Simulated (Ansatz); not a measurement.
Cartesian coordinates (Å):
SMILES: [SiH4]
```xyz
5

Si     0.0000     0.0000     0.0000
H     -0.2986    -0.3219     1.4136
H     -0.7071     1.2428    -0.3830
H      1.4586     0.1913    -0.1650
H     -0.4528    -1.1121    -0.8656
```
Charge 0, spin multiplicity 1.

Calculation: frozen-core CCSD(T)/cc-pVTZ // B3LYP-D3(BJ)/def2-TZVP run with Ansatz (a program for electronic structure).

The HF energy is -291.26057 Ha and the MP2 correlation energy is -0.14319 Ha.

Task: Estimate the CCSD correlation energy, the (T) correction, the total energy and the T1 diagnostic.

Result: 
| Property | Value |
|---|---|
| CCSD correlation energy | -0.17296 Ha |
| (T) correction | -0.00382 Ha |
| CCSD(T) total energy | -291.43734 Ha |
| T1 diagnostic | 0.011 |
